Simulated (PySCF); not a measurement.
# UMP2/def2-TZVPP run of BH2 (boron dihydride)

What is the vertical ionisation energy of BH2 (boron dihydride) at UMP2/def2-TZVPP? 

Program for the calculation: PySCF 2.14.0.

### Step 1. Starting point

BH2 has 3 atoms, charge 0, and is taken as a doublet. SMILES: `[BH2]`. Geometry: relaxed at GFN2-xTB.

Bond lengths: B1–H2 1.159 Å, B1–H3 1.159 Å. Angles: H2–B1–H3 128.4°.

### Step 2. The energy at UMP2/def2-TZVPP

Input file calc.py:

```python
from pyscf import gto, scf, mp

mol = gto.M(
    atom='''
B        0.262840      -0.166230       0.128640
H        0.280020       0.985320       0.260980
H       -0.542860      -0.819090      -0.389630
''',
    verbose=3,
    charge=0,
    max_memory=1860,
    spin=1,
    basis='def2-tzvpp',
)

mf = scf.UHF(mol)
mf.conv_tol = 1e-10
mf.kernel()
if not mf.converged:
    mf = mf.newton().run(mf.mo_coeff, mf.mo_occ)

pt = mp.MP2(mf, frozen=1).run()
e_tot = pt.e_tot
print(f'total energy: {e_tot:.8f} hartree')
```

The run is started by

```bash
$ OMP_NUM_THREADS=1 python calc.py
```

Standard output:

```text
converged SCF energy = -25.760328427108  <S^2> = 0.75365526  2S+1 = 2.0036519
E(UMP2) = -25.8425266901295  E_corr = -0.0821982630214065
E(SCS-UMP2) = -25.8508245569918  E_corr = -0.0904961298837657
total energy: -25.84252669 hartree
```

Run time: 0.88 s. Hardware: 1 thread of Arm Neoverse V2, shared host; peak memory 0.13 GiB.

### Step 3. The singlet cation

Input file run.py:

```python
from pyscf import gto, mp

mol = gto.Mole()
mol.atom = [
    ('B', (0.262840, -0.166230, 0.128640)),
    ('H', (0.280020, 0.985320, 0.260980)),
    ('H', (-0.542860, -0.819090, -0.389630)),
]
mol.spin = 0
mol.basis = 'def2-tzvpp'
mol.max_memory = 1860
mol.charge = 1
mol.verbose = 3
mol.build()

mf = mol.RHF()
mf.conv_tol = 1e-10
mf.kernel()
if not mf.converged:
    mf = mf.newton().run(mf.mo_coeff, mf.mo_occ)

pt = mp.MP2(mf, frozen=1).run()
energy = pt.e_tot
print('E(%s) = %.9f' % ('MP2', energy))
```

The run is started by

```bash
$ OMP_NUM_THREADS=1 python run.py
```

Standard output:

```text
converged SCF energy = -25.4432369814172
E(RMP2) = -25.513251800842  E_corr = -0.0700148194248493
E(SCS-RMP2) = -25.5243027844988  E_corr = -0.0810658030816442
E(MP2) = -25.513251801
```

Wall time 0.7 s (1 thread of Arm Neoverse V2, shared host); peak memory 0.13 GiB.

### Step 4. Results

Level: UMP2/def2-TZVPP, 1 core orbital frozen.

| quantity | value |
| --- | --- |
| doublet BH2: total energy | -25.84253 Eh |
| doublet BH2: dipole moment (Hartree–Fock density) | 0.48 D |
| doublet BH2: HOMO energy (Hartree–Fock orbitals) (highest over α and β) | -9.47 eV |
| doublet BH2: LUMO energy (Hartree–Fock orbitals) (lowest over α and β) | 1.19 eV |
| doublet BH2: correlation energy (1 core orbital frozen) | -82.2 mEh |
| doublet BH2: ⟨S²⟩ of the reference determinant | 0.754 |
| singlet cation: total energy | -25.51325 Eh |
| singlet cation: HOMO energy (Hartree–Fock orbitals) | -23.73 eV |
| singlet cation: LUMO energy (Hartree–Fock orbitals) | -7.84 eV |
| singlet cation: HOMO–LUMO gap (Hartree–Fock orbitals) | 15.89 eV |
| singlet cation: correlation energy (1 core orbital frozen) | -70.0 mEh |
| vertical ionisation energy (to the singlet cation) | 8.960 eV |

**Reading.** Removing an electron at fixed nuclei costs 8.96 eV (865 kJ/mol). Only the singlet of the ionised species was computed; a triplet could lie lower.
